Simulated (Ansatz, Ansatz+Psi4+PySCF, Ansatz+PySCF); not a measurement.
```
atom   x (Å)    y (Å)    z (Å)
  Cl  0.0000   0.1376  -1.7237
   O  0.0000  -0.5041   0.4531
   O  0.0000   0.3665   1.2706
```

Basis set: cc-pVTZ on O; cc-pV(T+d)Z on Cl (spherical functions). Left uncorrelated: 7 orbitals. Correlation on ROHF uses semicanonical orbitals with singles. Charge 0, multiplicity 2.

Computed with Ansatz (development build ahead of 0.2.0); each method stands on the lowest determinant of its kind that the runs found.

Task: Give the atomization energy at this shape (free ground-state atoms in the same class of orbitals less the molecule, no zero-point energy) of doublet ClO2 by UHF-CCSD(T), UHF-CCSD, UHF-MP2, ROHF-MP2, ROHF, UHF.

Result:

```tsv
method	atomization energy
UHF-CCSD(T)	4.86 eV
UHF-CCSD	4.46 eV
UHF-MP2	5.24 eV
ROHF-MP2	3.97 eV
ROHF	-1.01 eV
UHF	0.99 eV
```

Caution for UHF-CCSD(T), UHF-CCSD, UHF-MP2, UHF: the unrestricted determinant is a mixture of spin states. Caution for UHF-MP2, ROHF-MP2: forces differ strongly between restricted and unrestricted references. Caution for ROHF-MP2: a plain start can end on a higher determinant; another reference gives a lower total. Caution for ROHF-MP2, ROHF: an unrestricted determinant lies well below. Caution for ROHF: the molecule lies well above its atoms at this level.
